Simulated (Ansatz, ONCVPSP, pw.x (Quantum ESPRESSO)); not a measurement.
What a changed setting does to a pw.x run (bcc Li)

Potential: optimised norm-conserving Vanderbilt (ONCV), ONCVPSP 4.0.1.1 (patched build), PBEsol; core none, reference 1s2 2s1; waves: 1s+2s: rc 1.25 bohr, ncon 4, nbas 8, qcut 9.4 1/bohr, 2 projectors; p scattering state at 0.02 Ha: rc 1.30 bohr, ncon 4, nbas 8, qcut 6.3 1/bohr, 2 projectors, debl 1.3 Ha; local part: polynomial inside 1.05 bohr (lpopt 3, dvloc0 6 Ha); core correction: none.

The reference run (k-mesh 13³, cutoffs 90/360 Ry, Fermi–Dirac 0.01 Ry, mixing_beta 0.4, conv_thr 1e-9, no spin) gives -0.05 GPa at 20.347 Å³/atom, where all-electron LAPW gives -0.06 GPa. This run, with its own iteration cap, changes ecutrho/ecutwfc to 2.

```
&control
  calculation='scf', prefix='x', pseudo_dir='./', outdir='./tmp', tstress=.true., disk_io='none'
/
&system
  ibrav=0, nat=1, ntyp=1, ecutwfc=90, ecutrho=180, nbnd=8,
  occupations='smearing', smearing='fd', degauss=0.01
/
&electrons
  conv_thr=1e-09, mixing_beta=0.4, electron_maxstep=50
/
ATOMIC_SPECIES
Li 1.0 Li.UPF
CELL_PARAMETERS angstrom
  -1.71980866 1.71980866 1.71980866
  1.71980866 -1.71980866 1.71980866
  1.71980866 1.71980866 -1.71980866
ATOMIC_POSITIONS crystal
Li 0.0000 0.0000 0.0000
K_POINTS automatic
13 13 13 0 0 0
```

```bash
pw.x < Li.scf.in > Li.scf.out
```

Q: How does the run end?

A: It converges in 5 iterations; the free energy moves by -0.6 meV/atom and the pressure by +0.12 GPa. Below 4 the density is truncated and F is no longer variational, so a small shift in one case is no licence.

```
Message from routine set_cutoff:
     ecutrho < 4*ecutwfc, are you sure?
     Message from routine setup:
     using ibrav=0 with symmetry is DISCOURAGED, use correct ibrav instead
     lattice parameter (alat)  =       5.6291  a.u.
     unit-cell volume          =     137.3084 (a.u.)^3
     number of electrons       =         3.00
     number of Kohn-Sham states=            8
     kinetic-energy cutoff     =      90.0000  Ry
     charge density cutoff     =     180.0000  Ry
     scf convergence threshold =      1.0E-09
     Exchange-correlation= PBESOL
     number of k points=    84  Fermi-Dirac smearing, width (Ry)=  0.0100
     iteration #  1     ecut=    90.00 Ry     beta= 0.40
     total energy              =     -14.46082743 Ry
     estimated scf accuracy    <       0.00031606 Ry
     iteration #  2     ecut=    90.00 Ry     beta= 0.40
     total energy              =     -14.46078114 Ry
     estimated scf accuracy    <       0.00009960 Ry
     iteration #  3     ecut=    90.00 Ry     beta= 0.40
     total energy              =     -14.46078711 Ry
     estimated scf accuracy    <       0.00000105 Ry
     iteration #  4     ecut=    90.00 Ry     beta= 0.40
     total energy              =     -14.46078709 Ry
     estimated scf accuracy    <          5.0E-09 Ry
     iteration #  5     ecut=    90.00 Ry     beta= 0.40
     the Fermi energy is     0.9385 ev
!    total energy              =     -14.46078710 Ry
     estimated scf accuracy    <          6.0E-10 Ry
     smearing contrib. (-TS)   =      -0.00210157 Ry
     The total energy is F=E-TS. E is the sum of the following terms:
     one-electron contribution =      -9.84753654 Ry
     hartree contribution      =       3.74858822 Ry
     xc contribution           =      -3.32074789 Ry
     ewald contribution        =      -5.03898932 Ry
     convergence has been achieved in   5 iterations
          total   stress  (Ry/bohr**3)                   (kbar)     P=        0.72
     Message from routine punch:
     Nothing written, as per user request (disk_io='none')
```

The run took about 9.3 s on one core of a shared host (Neoverse-N1, 64 threads, 124 GiB, load 53).
